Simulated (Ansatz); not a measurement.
A made-up structure of Si2H2Cl, doublet:

Si1  (-1.009, 0.545, -1.449)
Si2  (0.409, -0.035, 0.214)
Cl3  (2.426, 0.323, 0.195)
H4  (3.675, 0.436, 0.637)
H5  (0.177, -0.723, 1.516)
(Å)

It is relaxed with PBE-D4/def2-SVP and then PBE0-D4/def2-TZVP (Ansatz 0.2.0). Atoms count as bonded within 1.22 times the sum of their covalent radii (H–H: 0.88 Å). The end point is not checked to be a true minimum.

Task: Does its bonding change? (Judge from chemistry; the calculation decides.)

Result: By the calculation: Yes. Formed: none; broken: Si2–Cl3.

Where it ends: The first stage lowers the energy by 1.40 eV in 26 steps. It ends as a complex of Si₂H ([Si][SiH]) + HCl:
Si1  (-0.595, 1.044, -1.225)
Si2  (0.119, -0.164, 0.375)
Cl3  (2.991, -0.178, 0.540)
H4  (2.961, 0.911, -0.136)
H5  (0.201, -1.067, 1.560)
(Å)

Labels in which every atom is bracketed show which atoms are joined, not bond orders.

For scale, one of the runs: PBE0-D4/def2-TZVP relaxation, 123 basis functions, launched by `ansatz run in.yaml --threads 2 --pin off --events-out ev --progress --plain --max-ram 4352MiB`. The run took about 95 s on 2 CPU threads of an Arm Neoverse V2 (shared host).
